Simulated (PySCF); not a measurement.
Gas-phase reaction: 4 H₂SiNH + 5 H₂ → 4 NH₃ + i-Si₄H₁₀

Energies from PySCF, thermal terms from the rigid-rotor harmonic-oscillator model, ideal gas at 1 bar. † marks an energy on the PBE0/def2-TZVP geometry and frequencies; other levels use their own. All species are closed-shell singlets. B3LYP is the form with VWN-RPA correlation. H₂SiNH: computed as isolated molecules; such fragments, hydroxides, amides, oligomers or adducts are transient or little studied in the gas. The harmonic model lacks anharmonicity and excited electronic states, which grow with temperature; levels with a mode under 35 cm⁻¹ are left out. Internal rotation in i-Si₄H₁₀ is treated as a harmonic vibration of one conformer, which makes the entropy rough.

```json
[
 {"level": "B3LYP/def2-TZVP†", "ΔE electronic, kJ": "-773", "ΔH°(298 K), kJ": "-652", "ΔS°(298 K), J/K": "-456", "ΔG°(1400 K), kJ": "24"},
 {"level": "BLYP/def2-TZVP†", "ΔE electronic, kJ": "-679", "ΔH°(298 K), kJ": "-558", "ΔS°(298 K), J/K": "-456", "ΔG°(1400 K), kJ": "118"},
 {"level": "HF/def2-TZVP†", "ΔE electronic, kJ": "-906", "ΔH°(298 K), kJ": "-785", "ΔS°(298 K), J/K": "-456", "ΔG°(1400 K), kJ": "-109"},
 {"level": "PBE0/def2-SVP†", "ΔE electronic, kJ": "-958", "ΔH°(298 K), kJ": "-838", "ΔS°(298 K), J/K": "-456", "ΔG°(1400 K), kJ": "-161"},
 {"level": "PBE0/def2-TZVP", "ΔE electronic, kJ": "-900", "ΔH°(298 K), kJ": "-780", "ΔS°(298 K), J/K": "-456", "ΔG°(1400 K), kJ": "-103"},
 {"level": "r2SCAN/def2-TZVP†", "ΔE electronic, kJ": "-824", "ΔH°(298 K), kJ": "-703", "ΔS°(298 K), J/K": "-456", "ΔG°(1400 K), kJ": "-27"},
 {"level": "ωB97M-V/def2-TZVP†", "ΔE electronic, kJ": "-825", "ΔH°(298 K), kJ": "-704", "ΔS°(298 K), J/K": "-456", "ΔG°(1400 K), kJ": "-28"},
 {"level": "ωB97X-V/def2-TZVP†", "ΔE electronic, kJ": "-882", "ΔH°(298 K), kJ": "-761", "ΔS°(298 K), J/K": "-456", "ΔG°(1400 K), kJ": "-85"}
]
```
ΔH° is lowest at PBE0/def2-SVP† and highest at BLYP/def2-TZVP†. No reference value is set beside these.
